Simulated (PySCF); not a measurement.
carbonyl sulfide (COS), SMILES O=C=S. Atoms are numbered in the order given.

```xyz
3

O      0.0000     0.0000    -1.6805
C      0.0000     0.0000    -0.5250
S      0.0000     0.0000     1.0371
```

The structure is a stationary point at B3LYP-D3(BJ)/def2-TZVP.

The numbers are results of B3LYP-D3(BJ)/def2-TZVP run with PySCF, not measurements.

Frequencies are harmonic and unscaled.

Modes within 1.5 cm⁻¹ of each other (mostly degenerate sets) share a row, with their intensities summed.

Computed normal modes with their intensities:
```json
[
 {"mode": "1–2", "ν (cm⁻¹)": "530", "IR (km/mol)": "5.4", "moving atoms (share of kinetic energy)": "C 76 %, O 19 %"},
 {"mode": "3", "ν (cm⁻¹)": "880", "IR (km/mol)": "9.0", "moving atoms (share of kinetic energy)": "S 46 %, O 41 %, C 13 %"},
 {"mode": "4", "ν (cm⁻¹)": "2115", "IR (km/mol)": "735.9", "moving atoms (share of kinetic energy)": "C 67 %, O 32 %"}
]
```
